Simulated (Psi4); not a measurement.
Process, species as SMILES: O (H2O) + H+ → [OH3+]
B3LYP-D3(BJ)/def2-TZVP geometries, fixed; electronic energies without zero-point terms; positive where energy is released.
Largest species:
```xyz
4

O      0.0646     0.0016     0.0270
H      0.0018     0.8028    -0.5358
H      0.0191    -0.8364    -0.4814
H     -0.5378     0.0209     0.8012
```
Charge +1, spin multiplicity 1.

Basis-set convergence of the proton affinity at MP2 with Psi4. All functions are spherical. Density fitting with the program's default auxiliary sets. Cores are frozen. Psi4's default fitting sets serve the pcseg sets less well. No added dispersion term, no relativity. Functions are those of the species that has most. Reference: Hartree-Fock in aug-cc-pVQZ plus the correlation part extrapolated as X^-3 from aug-cc-pVTZ and aug-cc-pVQZ, 170.03 kcal/mol, itself unsure by roughly 0.10 kcal/mol (a third of the extrapolation step and of the last Hartree-Fock step). Deviations are taken from unrounded values.

```csv
basis,functions,proton affinity (kcal/mol),minus reference (kcal/mol)
def2-SV(P),20,172.57,2.54
cc-pVDZ,29,179.46,9.43
pcseg-1,29,172.39,2.37
6-311G**,36,178.60,8.57
def2-TZVP,49,171.98,1.95
"6-311++G(2d,2p)",57,170.39,0.37
def2-QZVPP,147,171.02,1.00
pcseg-3,159,170.82,0.79
aug-pcseg-3,232,170.75,0.72
```
